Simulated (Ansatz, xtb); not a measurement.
## Relative energy of two isomers of C3H8OP2

We compare X, `C[C@@H]1C[P@]1(=O)P`, a singlet, with Y, `CC(=O)P(C)P`, a singlet. Both are isolated molecules in the gas phase, relaxed with B3LYP/def2-SVP; the shapes shown needn't be the lowest conformers.

X (Å):

```xyz
14

C    -1.4313    0.7390   -0.1227
C     0.0658    0.9116    0.0218
C     1.0454   -0.1924   -0.4870
O     2.2804    0.8709    1.9720
P     1.1411    0.1703    1.2886
P     0.0384   -1.4380    2.3675
H    -1.7605   -0.2651    0.1872
H    -1.7353    0.8757   -1.1752
H    -1.9788    1.4781    0.4837
H     0.4245    1.9221   -0.2189
H     1.8816    0.1428   -1.1111
H     0.5998   -1.1365   -0.8219
H    -0.0504   -0.6591    3.5616
H     1.2581   -2.0635    2.7689
```

Y (Å):

```xyz
14

C    -2.3493    0.2574   -2.2491
C    -1.5782    1.4574   -1.7374
C     0.4447    2.8318   -0.2738
O    -1.8297    2.5904   -2.0779
P    -0.2848    1.1283   -0.3842
P     1.1659   -0.0507   -1.6252
H    -2.9596    0.5563   -3.1130
H    -1.6776   -0.5718   -2.5206
H    -3.0123   -0.1100   -1.4473
H     1.3676    2.7900    0.3233
H    -0.2769    3.4844    0.2416
H     0.6530    3.2602   -1.2649
H     1.8092    1.0397   -2.2937
H     2.1531   -0.1307   -0.5966
```

**Question.** Estimate which is lower in electronic energy at CCSD(T)/def2-SVP + ΔMP2/def2-TZVPP, and by roughly how much.

**Answer.** The CCSD(T)/def2-SVP + ΔMP2/def2-TZVPP calculation puts structure Y lower, by 0.178 eV.

How the difference moves with the method:

```csv
level,geometry,E(Y) − E(X) (eV),departure from the last row (eV),"job, with rough time for the two"
GFN2-xTB,GFN2-xTB,+0.393,+0.571,"optimisation, 0.65 s"
HF/STO-3G,GFN2-xTB,−4.081,−3.902,"single point, 0.36 s"
r2SCAN-D4/def2-SVP,GFN2-xTB,−0.655,−0.477,"single point, 3.7 s"
B3LYP/def2-SVP,B3LYP/def2-SVP,−0.844,−0.666,"optimisation, 69 s"
HF/def2-SVP,B3LYP/def2-SVP,−1.045,−0.867,part of the CCSD(T) run
MP2/def2-SVP,B3LYP/def2-SVP,−0.642,−0.464,part of the CCSD(T) run
CCSD(T)/def2-SVP,B3LYP/def2-SVP,−0.849,−0.671,single point
CCSD(T)/def2-SVP + ΔMP2/def2-TZVPP,B3LYP/def2-SVP,−0.178,,"single point, 49 s"
```

As drawn, Y has 1 C=O in place of 1 C–C, 1 O=P. Structure X has a 3-membered ring, Y no ring.

GFN2-xTB puts the two in the other order. The largest departure from CCSD(T)/def2-SVP + ΔMP2/def2-TZVPP is that of HF/STO-3G, 3.902 eV. The last row adds to CCSD(T) the change of the MP2 difference between the two basis sets, here +0.671 eV, a large step that makes the value less sure.

With thermal terms from frequencies at re-optimised GFN2-xTB minima (ideal gas, soft modes damped towards free rotors, one conformer each, 298.15 K, 1 atm): on the last row, ΔE + ΔZPE = −0.234, ΔH = −0.204, ΔG = −0.280 eV.

The correlated steps freeze 14 core orbitals. Mirror images aren't counted in ΔG. Programs: Ansatz 0.2.0, xtb 6.7.1; the last row on 4 threads of Arm Neoverse V1 on a shared host.
